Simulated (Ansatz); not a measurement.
# CH4 (singlet): wave-function methods side by side, cc-pVTZ

The task here is to estimate one member of a computed series from the others.

Computed with Ansatz 0.2.0, Gaussian basis. Level: cc-pVTZ, core rule «outside noble gas», up to 1 orbitals frozen.

To be run: UHF; CCSD(T) on RHF; BCCD(T) on RHF; CISD; CCSDT(Q) on RHF; CASSCF and MRCISD+Q, 8 electrons in 8 orbitals; CASSCF and NEVPT2, 8 electrons in 8 orbitals.

9 further runs of the same task are left out: 9 set aside as unsound or not needed.

### What is computed

The geometry is an MP2(full)/6-31G* stationary point (not a proven minimum).

5 atoms, charge 0, spin multiplicity 1.

Atoms are counted from 1 here; the program's logs count them from 0.

Bond lengths: C1–H2 1.090 Å, C1–H3 1.090 Å, C1–H4 1.090 Å, C1–H5 1.090 Å. Angles: H2–C1–H3 109.5°, H2–C1–H4 109.5°, H2–C1–H5 109.5°, H3–C1–H4 109.5°, H3–C1–H5 109.5°, H4–C1–H5 109.5°.

Geometry (Å):

```xyz
5

C     0.0000    0.0000    0.0000
H     0.6291    0.6291    0.6291
H    -0.6291   -0.6291    0.6291
H     0.6291   -0.6291   -0.6291
H    -0.6291    0.6291   -0.6291
```

The first run:

in.yaml

```yaml
crystal:
  periodic: [false, false, false]
  atoms:
    - {symbol: C, position_ang: [0.000000, 0.000000, 0.000000]}
    - {symbol: H, position_ang: [0.629118, 0.629118, 0.629118]}
    - {symbol: H, position_ang: [-0.629118, -0.629118, 0.629118]}
    - {symbol: H, position_ang: [0.629118, -0.629118, -0.629118]}
    - {symbol: H, position_ang: [-0.629118, 0.629118, -0.629118]}
basis:
  gaussian: {orbitals: cc-pVTZ}
magnetization: {spin_polarized: true, initial_magnetization: 0}
hamiltonian: {xc: hf}
output: {orbitals: {seedname: orbitals}}
```

Started as:

```console
> ansatz run in.yaml --threads 1 --pin off --events-out ev --progress --plain --max-ram 2764MiB --backend cpu
```

Steps of the session up to this table: UHF; CCSD(T) on RHF; BCCD(T) on RHF; CISD; CCSDT(Q) on RHF; CASSCF and MRCISD+Q, 8 electrons in 8 orbitals; CASSCF and NEVPT2, 8 electrons in 8 orbitals.

One of the session's tables, all rows but one given; the rest of the session is left out.

| method | from RCCSDT(Q) (meV) |
| --- | --- |
| RHF | +6131.4 |
| RMP2 | +735.3 |
| CISD | +450.8 |
| RCCSD | +185.8 |
| RCCSD(T) | +14.7 |
| BCCD(T) | ? |
| RCCSDT | +4.1 |
| RCCSDT(Q) | 0 |
| CASSCF valence | +3875.4 |
| NEVPT2 valence | +903.2 |
| MRCISD valence | +179.0 |
| MRCISD+Q valence | +17.2 |

**Question.** Estimate the row for BCCD(T).

The run gave: from RCCSDT(Q) (meV): +13.8. In the column «from RCCSDT(Q) (meV)» it lies between RCCSDT (+4.1) and RCCSD(T) (+14.7).
